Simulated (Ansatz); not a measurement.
**Rutile MnO₂**

Level of theory: PBE-D3(BJ) in Ansatz (PAW).

Run with plane-wave cutoff 500 eV, 10×10×14 k mesh (along the axes of the cell as run), Fermi–Dirac smearing 0.05 eV, spin-polarised with opposed moments, scalar-relativistic PAW data made under PBE.

Cell: relaxed at this level.

```json
{
  "volume_per_atom": "9.25 Å³/atom",
  "magnetic moment (largest site, within a sphere)": "2.21 μB",
  "band_gap": "none"
}
```

Note: the collinear magnetic order is the start's and need not be the measured one.

Moments are spin moments.

Computing time: about 8 core-minutes (a rough figure).

Ansatz is a program for electronic structure.
